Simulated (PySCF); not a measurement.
First SCF of a structure search on singlet S2H4, at a hand-made doubly bridged, trans geometry. PySCF input:

```python
from pyscf import gto, scf, dft
mol = gto.M(atom='''
S      0.975900     0.000000     0.000000
S     -0.975900     0.000000     0.000000
H      0.000000     1.046600     0.000000
H      0.000000    -1.046600     0.000000
H      1.650900     0.000000     1.161000
H     -1.650900     0.000000    -1.161000''',
    basis={'S': 'def2-TZVP', 'H': 'def2-TZVP'},
    charge=0, spin=0)
mf = dft.RKS(mol, xc='PBE0')
mf.grids.atom_grid = (50, 194)
aux = {'S': 'def2-universal-JKFIT', 'H': 'def2-universal-JKFIT'}
mf = mf.density_fit(auxbasis=aux)
mf.conv_tol = 1e-08
mf.diis_space = 10
mf.max_cycle = 60
mf.init_guess = 'minao'
mf.verbose = 4
mf.kernel()
```

Excerpt of the output (cycles and frontier levels):

```
init E= -799.108547466098
  HOMO = -0.1483441395334  LUMO = -0.0815359676696943  gap/eV = 1.81794
cycle= 1 E= -798.159857968048  delta_E= 0.949  |g|= 0.211  |ddm|= 3.42
  HOMO = -0.13127639890757  LUMO = -0.0577125056384382  gap/eV = 2.00178
cycle= 2 E= -798.169026919071  delta_E= -0.00917  |g|= 0.153  |ddm|= 0.929
  HOMO = -0.153552385574983  LUMO = -0.0641285238538352  gap/eV = 2.43335
cycle= 3 E= -798.174427106844  delta_E= -0.0054  |g|= 0.0276  |ddm|= 0.427
  HOMO = -0.150376507432238  LUMO = -0.058252682379532  gap/eV = 2.50682
cycle= 4 E= -798.174549507808  delta_E= -0.000122  |g|= 0.0123  |ddm|= 0.0717
  HOMO = -0.151357365724341  LUMO = -0.0597208620064222  gap/eV = 2.49356
cycle= 5 E= -798.174588856059  delta_E= -3.93e-05  |g|= 0.00151  |ddm|= 0.0242
  HOMO = -0.151203866901184  LUMO = -0.0595642199900688  gap/eV = 2.49364
cycle= 6 E= -798.174589753603  delta_E= -8.98e-07  |g|= 0.000333  |ddm|= 0.00556
  HOMO = -0.151258122392228  LUMO = -0.0595966643337498  gap/eV = 2.49424
cycle= 7 E= -798.17458981836  delta_E= -6.48e-08  |g|= 0.000152  |ddm|= 0.00229
  HOMO = -0.151252071448411  LUMO = -0.0596020386449752  gap/eV = 2.49392
cycle= 8 E= -798.174589828575  delta_E= -1.02e-08  |g|= 1.38e-05  |ddm|= 0.000676
  HOMO = -0.151250000648936  LUMO = -0.0596016724568038  gap/eV = 2.49388
cycle= 9 E= -798.174589828805  delta_E= -2.3e-10  |g|= 1.04e-06  |ddm|= 0.000173
  HOMO = -0.151250320880127  LUMO = -0.059601752658395  gap/eV = 2.49388
Extra cycle  E= -798.174589828809  delta_E= -3.52e-12  |g|= 5.25e-07  |ddm|= 5.22e-06
converged SCF energy = -798.174589828809
```

No lower solution of this spin was found by a stability analysis within the restricted form, which does not test spin polarisation.

The search for the lowest solution, with the stability check, took 4.2 s on 2 threads of a shared Arm Neoverse V1 host, with 98 basis functions. Launch command: `OMP_NUM_THREADS=2 python axn.py task.json out`.
